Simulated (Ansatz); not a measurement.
**bcc Li**

The numbers are results of r²SCAN+rVV10 (Ansatz, a quantum-chemistry and plane-wave program, PAW), not measurements.

Run with plane-wave cutoff 560 eV, 22×22×22 k mesh, Fermi–Dirac smearing 0.05 eV, scalar-relativistic PAW data made under PBE.

Cell: relaxed at this level.

```yaml
volume_per_atom: 20.97 Å³/atom
bulk_modulus: 13.1 GPa
lattice_parameter_a: 3.474 Å
band_gap: zero (no gap)
pressure derivative B′ of the bulk modulus: 3.3
```

Measured, for comparison: equilibrium volume per atom 20.51 Å³/atom (low-temperature or extrapolated to 0 K; zero-point anharmonic expansion removed; as tabulated in Csonka et al. (2009), arXiv:0903.4037); bulk modulus 13.8 GPa (corrected for temperature and zero-point phonon effects, our sources range from 13.1 to 13.9; as tabulated in Levämäki et al. (2014), arXiv:1402.3671); lattice constant a 3.449 Å (low-temperature or extrapolated to 0 K; zero-point anharmonic expansion removed, our sources range from 3.443 to 3.453; as tabulated in Csonka et al. (2009), arXiv:0903.4037). Computed (rounded) less measured: equilibrium volume per atom +2.2 %, bulk modulus -5 % (inside the range of the sources held), lattice constant a +0.7 % (+0.6 % to +0.9 % over the range).

Computed values are for the static lattice.
